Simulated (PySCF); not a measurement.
## LiH at PBE0

Computed with PBE0; basis Li 6-311G(d,p), H 6-311G(d,p); no relativity; PySCF 2.14.

For LiH, the state is ¹Σ⁺ (singlet), closed shell, the bond length is 1.600 Å and the harmonic wavenumber is 1405 cm⁻¹. The force constant is 1.02 mdyn/Å and the rotational constant Be is 7.471 cm⁻¹. The anharmonicity ωexe is 21.8 cm⁻¹. The vibration–rotation constant αe is 0.205 cm⁻¹ and the well depth De to Li + H is 220 kJ/mol. The dissociation energy D0 is 211 kJ/mol, the HOMO–LUMO gap is 4.35 eV and the bond order (Mayer) is 0.91. The dipole moment (positive dipole means Li(−)H(+)) is -5.75 D.
